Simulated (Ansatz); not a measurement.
A run of Ansatz (development build ahead of 0.2.0) on triplet C3H8 at this shape:

```xyz
11

C     1.1446   -0.6151    0.1414
C     0.0989    0.4848    0.2948
C    -1.2138    0.1757   -0.4180
H     2.0691   -0.3599    0.6633
H     0.7844   -1.5629    0.5492
H     1.3923   -0.7815   -0.9099
H     0.5050    1.4259   -0.0876
H    -0.0974    0.6515    1.3580
H    -1.9370    0.9831   -0.2866
H    -1.0586    0.0408   -1.4914
H    -1.6668   -0.7412   -0.0326
```

Its results:

```yaml
Converged: yes
Total_energy: -117.81437 hartree
Spin_squared_of_the_determinant: 2.008
Stability_test: minimum
```

Forces (eV/Å):
| atom | Fx | Fy | Fz |
| --- | --- | --- | --- |
| C1 | 0.943 | 1.497 | -0.827 |
| C2 | -5.681 | -13.550 | 4.802 |
| C3 | 0.523 | 1.638 | -0.926 |
| H4 | -0.001 | 0.072 | 0.020 |
| H5 | -0.439 | 0.215 | 0.174 |
| H6 | -0.021 | 0.028 | 0.023 |
| H7 | 3.747 | 8.597 | -3.652 |
| H8 | 0.508 | 1.486 | -0.041 |
| H9 | 0.035 | 0.060 | 0.028 |
| H10 | 0.020 | 0.013 | 0.034 |
| H11 | 0.366 | -0.054 | 0.364 |

(1) Which input gives this output? Name the method, the orbitals and the basis set, and write the input.

Results:

(1) UHF in def2-SVP.

```yaml
crystal:
  periodic: [false, false, false]
  atoms:
    - { symbol: C, position_ang: [1.14462, -0.61508, 0.14145] }
    - { symbol: C, position_ang: [0.09889, 0.48483, 0.29481] }
    - { symbol: C, position_ang: [-1.2138, 0.17566, -0.41803] }
    - { symbol: H, position_ang: [2.06912, -0.35986, 0.66331] }
    - { symbol: H, position_ang: [0.78438, -1.56291, 0.54924] }
    - { symbol: H, position_ang: [1.39233, -0.78154, -0.90992] }
    - { symbol: H, position_ang: [0.50501, 1.42585, -0.0876] }
    - { symbol: H, position_ang: [-0.0974, 0.65148, 1.358] }
    - { symbol: H, position_ang: [-1.937, 0.98309, -0.2866] }
    - { symbol: H, position_ang: [-1.05859, 0.04079, -1.49144] }
    - { symbol: H, position_ang: [-1.66679, -0.74124, -0.03259] }
basis:
  gaussian: { orbitals: def2-SVP }
magnetization:
  spin_polarized: true
  initial_magnetization: 2
hamiltonian:
  xc: hf
output:
  forces: true
```

Caution: the determinant breaks the point group.
